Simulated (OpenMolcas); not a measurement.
**PH3 (phosphine), step by step**

Aim: a single-point energy (UHF/STO-3G), then the energy (CASSCF(2,2)/STO-3G), then a single-point energy (CASPT2(2,2)/STO-3G), then a single-point energy (SC-NEVPT2(2,2)/STO-3G), then the energy (MRCI(2,2)/STO-3G) of PH3 (phosphine). 

Program for the calculation: OpenMolcas 26.06.

**1. The system as given**

PH3 has 4 atoms, charge 0, and is taken as a singlet. As SMILES, `P`. The P1–H3 distance was set to 2.840 Å, away from the relaxed value. At this shape a bond of the SMILES string is far longer than usual.

Bond lengths: P1–H2 1.420 Å, P1–H4 1.420 Å. Angles: H2–P1–H4 93.1°.

**2. A single-point energy at UHF/STO-3G (run 1)**

File step1.input:

```
* H3P Hartree-Fock

&GATEWAY
  BasLib = $CurrDir
  Coord
  4
  angstrom
  P        1.697467       0.009992      -0.608393
  H        1.982367       0.302492       0.751407
  H       -1.005500      -0.663000      -0.057200
  H        1.380167       1.359992      -0.912493
  Basis = STO-3G
  Group = NoSym

&SEWARD

&SCF
  UHF
  Scramble = 0.25
  PrOrbitals = 1 1
```

The basis set STO-3G is read from a file made from the Basis Set Exchange's data (not shown).

On the command line:

```bash
$ export MOLCAS_MEM=1860
$ pymolcas step1.input > step1.log
```

What it wrote:

```text
--- Start Module: gateway ---
[...]
--- Stop Module: gateway /rc=_RC_ALL_IS_WELL_ ---
--- Start Module: seward ---
[...]
      Basis functions           12
--- Stop Module: seward /rc=_RC_ALL_IS_WELL_ ---
--- Start Module: scf ---
[...]
       Convergence after  21 Iterations
[...]
::    Total SCF energy                               -338.4971047160
[...]
      Total spin, S                                     0.6088486626
[...]
      Total electronic charge=   18.000000
      Total            charge=   -0.000000
[...]
      Dipole Moment (debye):
      Origin of the operator (angstrom)=    1.6164    0.0387   -0.5608
                   X=  4.7252E-02               Y=  3.9369E-01               Z=  2.3305E-01           Total=  4.5994E-01
      Quadrupole Moment (debye*angstrom):
[...]
--- Stop Module: scf /rc=_RC_ALL_IS_WELL_ ---
[...]
```

Wall time 1.9 s (1 thread of Arm Neoverse V1, shared host); peak memory 0.37 GiB.

**3. A single-point energy at CASSCF(2,2)/STO-3G (run 2)**

File step2.input:

```
* H3P CASSCF
>>> EXPORT MOLCAS_PRINT=2

&gateway
  baslib=$CurrDir
  coord
  4
  angstrom
  P        1.697467       0.009992      -0.608393
  H        1.982367       0.302492       0.751407
  H       -1.005500      -0.663000      -0.057200
  H        1.380167       1.359992      -0.912493
  basis=STO-3G
  group=NoSym

&seward

&rasscf
  fileorb=$CurrDir/step1.UnaOrb
  spin=1
  nactel=2 0 0
  inactive=8
  ras2=2
  orblisting=Nothing
  orbappear=Compact
```

The basis set STO-3G is read from a file made from the Basis Set Exchange's data (not shown).

On the command line:

```bash
$ export MOLCAS_MEM=1860
$ pymolcas step2.input > step2.log
```

What it wrote:

```text
--- Start Module: gateway ---
[...]
--- Stop Module: gateway /rc=_RC_ALL_IS_WELL_ ---
--- Start Module: seward ---
[...]
      Basis functions           12
--- Stop Module: seward /rc=_RC_ALL_IS_WELL_ ---
--- Start Module: rasscf ---
[...]
      Number of active orbitals                  2
[...]
      Spin quantum number                      0.0
[...]
      Active orbitals                            2
[...]
      Number of CSFs                             3
[...]
      Number of root(s) required                 1
[...]
      Convergence after  9 iterations
[...]
      printout of CI-coefficients larger than  0.05 for root  1
      energy=    -338.500944
      conf/sym  11     Coeff  Weight
             1  20  -0.81218 0.65963
             3  02   0.58341 0.34037
      Natural orbitals and occupation numbers for root  1
      sym 1:   1.319265   0.680735
      ************************************************************************************************************************
      *                                                    Final results                                                     *
[...]
::    RASSCF root number  1 Total energy:   -338.50094367
[...]
      Total electronic charge=   18.000000
      Total            charge=   -0.000000
[...]
      Dipole Moment (debye):
      Origin of the operator (angstrom)=    1.6164    0.0387   -0.5608
                   X=  6.8382E-02               Y=  4.0112E-01               Z=  2.3011E-01           Total=  4.6747E-01
      Quadrupole Moment (debye*angstrom):
[...]
--- Stop Module: rasscf /rc=_RC_ALL_IS_WELL_ ---
[...]
```

It took 1.7 s on 1 thread of Arm Neoverse V1, shared host; peak memory 0.37 GiB.

**4. A single-point energy at CASPT2(2,2)/STO-3G (run 3)**

File step3.inp:

```
&GATEWAY
BasLib=$CurrDir
Coord
4
angstrom
P        1.697467       0.009992      -0.608393
H        1.982367       0.302492       0.751407
H       -1.005500      -0.663000      -0.057200
H        1.380167       1.359992      -0.912493
Basis=STO-3G
Group=NoSym
&SEWARD
&RASSCF
FileOrb=$CurrDir/step2.RasOrb
Spin=1
Nactel=2 0 0
Inactive=8
Ras2=2
OrbListing=Nothing
OrbAppear=Compact
&CASPT2
Imaginary=0.1
Frozen=5
```

The basis set STO-3G is read from a file made from the Basis Set Exchange's data (not shown).

On the command line:

```bash
$ export MOLCAS_MEM=1860
$ pymolcas step3.inp > step3.log
```

What it wrote:

```text
--- Start Module: gateway ---
[...]
--- Stop Module: gateway /rc=_RC_ALL_IS_WELL_ ---
[...]
      Basis functions           12
[...]
--- Start Module: rasscf ---
[...]
      Number of active orbitals                  2
[...]
      Spin quantum number                      0.0
[...]
      Active orbitals                            2
[...]
      Number of CSFs                             3
[...]
      Number of root(s) required                 1
[...]
      Convergence after  4 iterations
[...]
      printout of CI-coefficients larger than  0.05 for root  1
      energy=    -338.500944
      conf/sym  11     Coeff  Weight
             1  20  -0.81218 0.65963
             3  02   0.58341 0.34037
      Natural orbitals and occupation numbers for root  1
      sym 1:   1.319265   0.680735
      ************************************************************************************************************************
      *                                                    Final results                                                     *
[...]
::    RASSCF root number  1 Total energy:   -338.50094367
[...]
      Total electronic charge=   18.000000
      Total            charge=   -0.000000
[...]
      Dipole Moment (debye):
      Origin of the operator (angstrom)=    1.6164    0.0387   -0.5608
                   X=  6.8385E-02               Y=  4.0112E-01               Z=  2.3011E-01           Total=  4.6747E-01
      Quadrupole Moment (debye*angstrom):
[...]
--- Stop Module: rasscf /rc=_RC_ALL_IS_WELL_ ---
--- Start Module: caspt2 ---
[...]
      E2 (Variational):          -0.0297878098
      Total energy:            -338.5307314837
[...]
      Reference weight:           0.98427
[...]
::    CASPT2 Root  1     Total energy:   -338.53073148
[...]
--- Stop Module: caspt2 /rc=_RC_ALL_IS_WELL_ ---
[...]
```

It took 1.7 s on 1 thread of Arm Neoverse V1, shared host; peak memory 0.37 GiB.

**5. The energy at SC-NEVPT2(2,2)/STO-3G (run 4)**

File step4.inp:

```
&GATEWAY
  BasLib=$CurrDir
  Coord
  4
  angstrom
  P        1.697467       0.009992      -0.608393
  H        1.982367       0.302492       0.751407
  H       -1.005500      -0.663000      -0.057200
  H        1.380167       1.359992      -0.912493
  Basis=STO-3G
  Group=NoSym

&SEWARD

&RASSCF
  FileOrb=$CurrDir/step2.RasOrb
  Spin=1
  Nactel=2 0 0
  Inactive=8
  Ras2=2
  OrbListing=Nothing
  OrbAppear=Compact

&CASPT2
  SC-NEVPT2
  Frozen=5
```

The basis set STO-3G is read from a file made from the Basis Set Exchange's data (not shown).

On the command line:

```bash
$ export MOLCAS_MEM=1860
$ pymolcas step4.inp > step4.log
```

What it wrote:

```text
--- Start Module: gateway ---
[...]
--- Stop Module: gateway /rc=_RC_ALL_IS_WELL_ ---
[...]
      Basis functions           12
[...]
--- Start Module: rasscf ---
[...]
      Number of active orbitals                  2
[...]
      Spin quantum number                      0.0
[...]
      Active orbitals                            2
[...]
      Number of CSFs                             3
[...]
      Number of root(s) required                 1
[...]
      Convergence after  4 iterations
[...]
      printout of CI-coefficients larger than  0.05 for root  1
      energy=    -338.500944
      conf/sym  11     Coeff  Weight
             1  20  -0.81218 0.65963
             3  02   0.58341 0.34037
      Natural orbitals and occupation numbers for root  1
      sym 1:   1.319265   0.680735
      ************************************************************************************************************************
      *                                                    Final results                                                     *
[...]
::    RASSCF root number  1 Total energy:   -338.50094367
[...]
      Total electronic charge=   18.000000
      Total            charge=   -0.000000
[...]
      Dipole Moment (debye):
      Origin of the operator (angstrom)=    1.6164    0.0387   -0.5608
                   X=  6.8385E-02               Y=  4.0112E-01               Z=  2.3011E-01           Total=  4.6747E-01
      Quadrupole Moment (debye*angstrom):
[...]
--- Stop Module: rasscf /rc=_RC_ALL_IS_WELL_ ---
--- Start Module: caspt2 ---
[...]
      E2 (Variational):          -0.0299251677
[...]
      E2 (Variational):          -0.0298969123
      Total energy:            -338.5308405862
[...]
      Reference weight:           0.98405
[...]
::    SC-NEVPT2 Root  1     Total energy:   -338.53084059
[...]
--- Stop Module: caspt2 /rc=_RC_ALL_IS_WELL_ ---
[...]
```

Wall time 1.7 s (1 thread of Arm Neoverse V1, shared host); peak memory 0.37 GiB.

**6. A single-point energy at MRCI(2,2)/STO-3G (run 5)**

File step5.inp:

```
&GATEWAY
 BASLIB = $CurrDir
 COORD
 4
 angstrom
 P        1.697467       0.009992      -0.608393
 H        1.982367       0.302492       0.751407
 H       -1.005500      -0.663000      -0.057200
 H        1.380167       1.359992      -0.912493
 BASIS = STO-3G
 GROUP = NoSym

&SEWARD

&RASSCF
 FILEORB = $CurrDir/step2.RasOrb
 SPIN = 1
 NACTEL = 2 0 0
 INACTIVE = 8
 RAS2 = 2
 ORBLISTING = Nothing
 ORBAPPEAR = Compact

&MOTRA
 LUMORB
 FROZEN = 5

&GUGA
 ELECTRONS = 8
 SPIN = 1
 INACTIVE = 3
 ACTIVE = 2
 CIALL = 1

&MRCI
 SDCI
```

The basis set STO-3G is read from a file made from the Basis Set Exchange's data (not shown).

On the command line:

```bash
$ export MOLCAS_MEM=1860
$ pymolcas step5.inp > step5.log
```

What it wrote:

```text
--- Start Module: gateway ---
[...]
--- Stop Module: gateway /rc=_RC_ALL_IS_WELL_ ---
[...]
      Basis functions           12
[...]
      Number of active orbitals                  2
[...]
      Spin quantum number                      0.0
[...]
      Active orbitals                            2
[...]
      Number of CSFs                             3
[...]
      Number of root(s) required                 1
[...]
      Convergence after  4 iterations
[...]
      printout of CI-coefficients larger than  0.05 for root  1
      energy=    -338.500944
      conf/sym  11     Coeff  Weight
             1  20  -0.81218 0.65963
             3  02   0.58341 0.34037
      Natural orbitals and occupation numbers for root  1
      sym 1:   1.319265   0.680735
      ************************************************************************************************************************
      *                                                    Final results                                                     *
[...]
::    RASSCF root number  1 Total energy:   -338.50094367
[...]
      Dipole Moment (debye):
      Origin of the operator (angstrom)=    1.6164    0.0387   -0.5608
                   X=  6.8385E-02               Y=  4.0112E-01               Z=  2.3011E-01           Total=  4.6747E-01
      Quadrupole Moment (debye*angstrom):
[...]
--- Start Module: guga ---
[...]
--- Stop Module: guga /rc=_RC_ALL_IS_WELL_ ---
[...]
       (But an ACPF correction will be computed)
       USE THE DEFAULT ACPF G-VALUE GFAC=  0.25000000000000000
[...]
                      CI ENERGY:  -338.54541152
[...]
                ACPF CORRECTION:    -0.00123251
[...]
      Total electronic charge=   18.000000
      Total            charge=   -0.000000
[...]
     ACPF CORRECTION:     -0.00123251
[...]
  CI State   1     Total energy:   -338.54541152     QDav:     -0.00165867     QACPF:     -0.00123251
[...]
```

It took 1.8 s on 1 thread of Arm Neoverse V1, shared host; peak memory 0.37 GiB.

**7. What came out**

| quantity | value |
| --- | --- |
| run 1, UHF/STO-3G: total energy | -338.49710 Eh |
| run 1, UHF/STO-3G: dipole moment | 0.46 D |
| run 1, UHF/STO-3G: HOMO energy | -7.50 eV |
| run 1, UHF/STO-3G: LUMO energy | 6.85 eV |
| run 1, UHF/STO-3G: HOMO–LUMO gap | 14.35 eV |
| run 1, UHF/STO-3G: ⟨S²⟩ | 0.980 |
| run 2, CASSCF(2,2)/STO-3G: total energy | -338.50094 Eh |
| run 2, CASSCF(2,2)/STO-3G: dipole moment (CASSCF density) | 0.47 D |
| run 3, CASPT2(2,2)/STO-3G: total energy | -338.53073 Eh |
| run 3, CASPT2(2,2)/STO-3G: dipole moment (CASSCF density) | 0.47 D |
| run 4, SC-NEVPT2(2,2)/STO-3G: total energy | -338.53084 Eh |
| run 4, SC-NEVPT2(2,2)/STO-3G: dipole moment (CASSCF density) | 0.47 D |
| run 5, MRCI(2,2)/STO-3G: total energy | -338.54541 Eh |
| run 5, MRCI(2,2)/STO-3G: dipole moment (CASSCF density) | 0.47 D |

What this shows: ⟨S²⟩ (run 1, UHF/STO-3G) is 0.98 where a pure singlet has 0.00: the reference is spin-contaminated. Mulliken charges (run 2, CASSCF(2,2)/STO-3G) run from -0.13 on H2 to +0.28 on P1; they depend strongly on the basis. Mulliken charges (run 4, SC-NEVPT2(2,2)/STO-3G) of the CASSCF density run from -0.13 on H2 to +0.28 on P1.
